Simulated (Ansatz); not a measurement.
Basis-set extrapolation for sulfur hexafluoride, F₆S (PBE0-D4/def2-TZVP geometry, frozen core, Ansatz). Multiplicity 1, RHF reference.

|  | def2-TZVPP | def2-QZVPP |
| --- | --- | --- |
| HF | -994.350173 | -994.391578 |
| MP2 correlation | -1.720270 | -1.888042 |
| CCSD(T) correlation | -1.769979 | not run |

Energies in hartree. Use E(X) = E(∞) + A·exp(−7.88·√X) for Hartree–Fock and E(X) = E(∞) + B·X^(−2.97) for correlation, with X = 3 and 4, and add CCSD(T) minus MP2 of the smaller set to the MP2 limit.

Question: What is the CCSD(T) energy at the basis-set limit?

Answer: HF limit: -994.391578 + (-0.041405) × 0.13774 = -994.39728. MP2 limit: -1.888042 + (-0.167772) × 0.74074 = -2.01232. Higher-order term: -1.769979 − (-1.720270) = -0.04971. Total: -996.45931 hartree, 890.5 kJ/mol below CCSD(T)/def2-TZVPP.
